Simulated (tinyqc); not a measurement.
Inside a calculation. Method: UHF in the sto-3g basis, for NH3+, spin multiplicity 2. This run ends on a higher stationary point, not on the lowest solution. One step of it, computed by the program tinyqc.

Question. Orthogonalisation. S = U s U^T; canonical form X = U s^(-1/2), so that X^T S X = 1. Each column of U has its largest component positive (the first on a tie).

overlap S:
```
,1N 1s,1N 2s,1N 2px,1N 2py,1N 2pz,2H 1s,3H 1s,4H 1s
1N 1s,1.000000,0.235038,0.000000,0.000000,0.000000,0.060265,0.060386,0.060386
1N 2s,0.235038,1.000000,0.000000,0.000000,0.000000,0.503151,0.503683,0.503683
1N 2px,0.000000,0.000000,1.000000,0.000000,0.000000,0.442510,-0.221363,-0.221363
1N 2py,0.000000,0.000000,0.000000,1.000000,0.000000,0.000000,0.383488,-0.383488
1N 2pz,0.000000,0.000000,0.000000,0.000000,1.000000,-0.038692,-0.038750,-0.038750
2H 1s,0.060265,0.503151,0.442510,0.000000,-0.038692,1.000000,0.184838,0.184838
3H 1s,0.060386,0.503683,-0.221363,0.383488,-0.038750,0.184838,1.000000,0.185009
4H 1s,0.060386,0.503683,-0.221363,-0.383488,-0.038750,0.184838,0.185009,1.000000
```

Give: eigenvalues of S; X.

Answer.

eigenvalues of S: 0.2716  0.3573  0.3577  0.9641  1.0084  1.4575  1.4577  2.1257

X:
```
,1,2,3,4,5,6,7,8
1N 1s,-0.3146,0.0000,-0.0011,0.8852,0.4195,0.0000,0.0000,0.1375
1N 2s,1.4914,0.0000,0.0038,-0.0298,0.0651,0.0002,0.0000,0.4288
1N 2px,-0.0036,0.0000,1.0783,0.0001,0.0000,0.6330,0.0000,-0.0002
1N 2py,0.0000,1.0789,0.0000,0.0000,0.0000,0.0000,0.6330,0.0000
1N 2pz,-0.1069,0.0000,-0.0002,-0.4432,0.8938,0.0000,0.0000,-0.0308
2H 1s,-0.6665,0.0000,-1.0450,-0.1371,-0.0649,0.4364,0.0000,0.2980
3H 1s,-0.6721,-0.9040,0.5198,-0.1370,-0.0649,-0.2179,0.3777,0.2983
4H 1s,-0.6721,0.9040,0.5198,-0.1370,-0.0649,-0.2179,-0.3777,0.2983
```
